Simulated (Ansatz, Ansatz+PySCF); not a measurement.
```xyz
2

N     0.0000    0.0000   -0.5104
N     0.0000    0.0000    0.5104
```

UHF on doublet N2(+) was run in several spherical basis sets with Ansatz (development build ahead of 0.2.0). Caution for UHF: the determinant breaks the point group; the unrestricted determinant is spin contaminated.

(1) Rank the basis sets by the total energy that they give, lowest first, with the distance from the lowest.
A. cc-pVDZ
B. def2-TZVP
C. cc-pVTZ
D. 6-31G(d)
E. def2-SVP

Answers

(1) B (0.00 eV), C (0.14 eV), A (1.08 eV), D (1.49 eV), E (3.87 eV).

Totals follow the description of the cores as much as that of the bonds, so this order isn't one of quality for chemistry.
